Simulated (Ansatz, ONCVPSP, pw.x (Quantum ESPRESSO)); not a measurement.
## tungsten (W): does the ONCV potential hold in the solid?

```
Element                 : W (Z = 74)
Generator               : ONCVPSP 4.0.1.1 (patched build)
Type                    : optimised norm-conserving Vanderbilt (ONCV)
Functional              : PBEsol
Relativity              : scalar-relativistic
Frozen core             : [Kr] 4d10 4f14
Valence charge          : 14
Reference configuration : 5s2 5p6 5d4 6s2
Partial waves           : 5s+6s: rc 1.64 bohr, ncon 4, nbas 8, qcut 5.7 1/bohr, 3 projectors, debl 2.7 Ha; 5p: rc 1.32 bohr, ncon 4, nbas 7, qcut 10.4 1/bohr, 3 projectors, debl 1.5 Ha; 5d: rc 2.28 bohr, ncon 5, nbas 10, qcut 5.8 1/bohr, 2 projectors, debl 3.3 Ha
Local potential         : polynomial inside 1.18 bohr (lpopt 5, dvloc0 4 Ha)
Core correction         : none
```

In the p channel the program set the typed energies aside and used -1.588, 0.250, 1.750 Ha.

Atomic tests: cutoffs needed: 36 Ha and 57 Ha (the cutoffs (Ha) at which the residual kinetic energy of the hardest occupied pseudo-wave falls to 1 and 0.1 mHa per electron); ghost test: ghosts flagged at negative energy: p at -300.4 eV; GHOST(+) flagged for s at 400.0 eV; a true bound ghost makes a file unfit for plane-wave use; largest excitation error: -14 meV (all-electron minus pseudo) for 5s2 5p6 5d3 6s0, out of 4 test configurations.

Crystal test: bcc W in pw.x 7.5, no spin, 15³ k-points, Fermi–Dirac smearing 0.01 Ry, cutoffs 135/540 Ry. The lattice is a test structure that the element need not adopt, and mesh and smearing are coarse.

pw.x input:

```
&control
  calculation='scf', prefix='x', pseudo_dir='./', outdir='./tmp', tstress=.true., disk_io='none'
/
&system
  ibrav=0, nat=1, ntyp=1, ecutwfc=135, ecutrho=540, nbnd=15,
  occupations='smearing', smearing='fd', degauss=0.01
/
&electrons
  conv_thr=1e-09, mixing_beta=0.4, electron_maxstep=70
/
ATOMIC_SPECIES
W 1.0 W.UPF
CELL_PARAMETERS angstrom
  -1.57698163 1.57698163 1.57698163
  1.57698163 -1.57698163 1.57698163
  1.57698163 1.57698163 -1.57698163
ATOMIC_POSITIONS crystal
W 0.0000 0.0000 0.0000
K_POINTS automatic
15 15 15 0 0 0
```

```bash
pw.x < W.scf.in > W.scf.out
```

**Question.** How does the run end?

**Answer.** It converges; the pressure is -186.94 GPa against 0.22 GPa from all-electron LAPW. The pseudo pressure rises with volume over part of the range, a mechanical instability. Note: ghosts flagged at negative energy: p at -300.4 eV; GHOST(+) flagged for s at 400.0 eV. A true bound ghost makes a file unfit for plane-wave use. A pressure error of this size marks a broken potential; the numbers have no physical meaning. The log shows:

```
     scf convergence threshold =      1.0E-09
     Exchange-correlation= PBESOL
     number of k points=   120  Fermi-Dirac smearing, width (Ry)=  0.0100
     iteration #  1     ecut=   135.00 Ry     beta= 0.40
     total energy              =    -231.04323548 Ry
     estimated scf accuracy    <      60.01113142 Ry
     iteration #  2     ecut=   135.00 Ry     beta= 0.40
     total energy              =    -219.94199963 Ry
     estimated scf accuracy    <      15.83542197 Ry
     iteration #  3     ecut=   135.00 Ry     beta= 0.40
     total energy              =    -221.36013739 Ry
     estimated scf accuracy    <       0.64889155 Ry
     iteration #  4     ecut=   135.00 Ry     beta= 0.40
     total energy              =    -221.43065431 Ry
     estimated scf accuracy    <       0.01910665 Ry
     [... 2 iterations left out ...]
     iteration #  7     ecut=   135.00 Ry     beta= 0.40
     total energy              =    -221.43298034 Ry
     estimated scf accuracy    <       0.00000705 Ry
     iteration #  8     ecut=   135.00 Ry     beta= 0.40
     total energy              =    -221.43298148 Ry
     estimated scf accuracy    <       0.00000034 Ry
     iteration #  9     ecut=   135.00 Ry     beta= 0.40
     total energy              =    -221.43298150 Ry
     estimated scf accuracy    <       0.00000001 Ry
     iteration # 10     ecut=   135.00 Ry     beta= 0.40
     the Fermi energy is    11.2843 ev
!    total energy              =    -221.43298150 Ry
     estimated scf accuracy    <          2.0E-10 Ry
     smearing contrib. (-TS)   =      -0.00000000 Ry
     The total energy is F=E-TS. E is the sum of the following terms:
     one-electron contribution =    -153.89120372 Ry
     hartree contribution      =      79.14955320 Ry
     xc contribution           =     -27.01438722 Ry
     ewald contribution        =    -119.67694376 Ry
     convergence has been achieved in  10 iterations
          total   stress  (Ry/bohr**3)                   (kbar)     P=    -1869.37
     Message from routine punch:
     Nothing written, as per user request (disk_io='none')
```
